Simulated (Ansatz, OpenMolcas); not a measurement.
## AlH (SMILES [AlH]): the energy, rung by rung

The species is AlH (2 atoms), meant as a singlet with charge 0. SMILES: `[AlH]`. The shape is that of a PBE0-D4/def2-TZVP optimisation.

```xyz
2

Al    0.0000    0.0000   -0.0256
H     0.0000    0.0000    1.6391
```

Each level gives the energy change with the Al1–H2 bond stretched from 1.665 to 4.162 Å (eV). The values are calculated.

```json
{"level": "SVWN5/3-21G (restricted)", "kind": "LDA", "program": "Ansatz", "value (eV)": "3.34"}
{"level": "B3LYP/3-21G (restricted)", "kind": "global hybrid", "program": "Ansatz", "value (eV)": "3.57"}
{"level": "HSE06/3-21G (restricted)", "kind": "range-separated hybrid", "program": "Ansatz", "value (eV)": "3.69"}
{"level": "RPA@PBE/3-21G (restricted)", "kind": "RPA", "program": "Ansatz", "value (eV)": "2.63"}
{"level": "SC-NEVPT2(2,2)/3-21G", "kind": "multireference", "program": "OpenMolcas", "value (eV)": "2.36"}
{"level": "CCSD/3-21G (restricted)", "kind": "coupled cluster or CI", "program": "Ansatz", "value (eV)": "?"}
{"level": "CCSDTQ/3-21G (restricted)", "kind": "coupled cluster or CI", "program": "Ansatz", "value (eV)": "2.42"}
{"level": "CISD/3-21G (restricted)", "kind": "coupled cluster or CI", "program": "OpenMolcas", "value (eV)": "?"}
{"level": "FCI/3-21G", "kind": "exact in the basis", "program": "Ansatz", "value (eV)": "2.42"}
```

(1) Estimate the missing values from the other rows.

Answers

(1) As computed at these levels: CCSD/3-21G (restricted): 2.47 eV; CISD/3-21G (restricted): 2.75 eV. The first shape isn't each level's own minimum. The values span 2.36 to 3.69 eV. All rows use very small basis sets, so even the best lies far from the true value.
